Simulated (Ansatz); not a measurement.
Correlation energies of C₄H₇NO (`C#CCNCO`) by basis set

Cartesian coordinates in Å:
```
C -2.086 -1.453 -0.906
C -1.605 -0.570 -0.250
C -0.971 0.478 0.554
N 0.440 0.278 0.825
C 1.275 0.259 -0.353
O 2.623 0.307 0.014
H -2.519 -2.232 -1.488
H -1.093 1.440 0.045
H -1.500 0.565 1.507
H 0.576 -0.580 1.347
H 1.165 -0.646 -0.963
H 0.981 1.121 -0.971
H 2.714 1.033 0.640
```

The species carries charge 0 and has multiplicity 1. The structure was optimised at the PBE0-D4/def2-TZVP level. It is one conformer, not always the lowest. Frozen core, restricted reference, Ansatz. CBS rows extrapolate triple and quadruple zeta; past MP2 they add the triple-zeta difference.

```tsv
basis	HF (Eh)	MP2 corr.
def2-TZVPP	-284.89110	-1.09268
def2-QZVPP	-284.90405	-1.16834
```

Q: Estimate the CCSD correlation energy and the (T) correction in each basis where they were run (hartree).

A: 
```csv
basis,CCSD corr.,(T)
def2-TZVPP,-1.12588,-0.04898
CBS(def2),-1.25758,as TZ
```
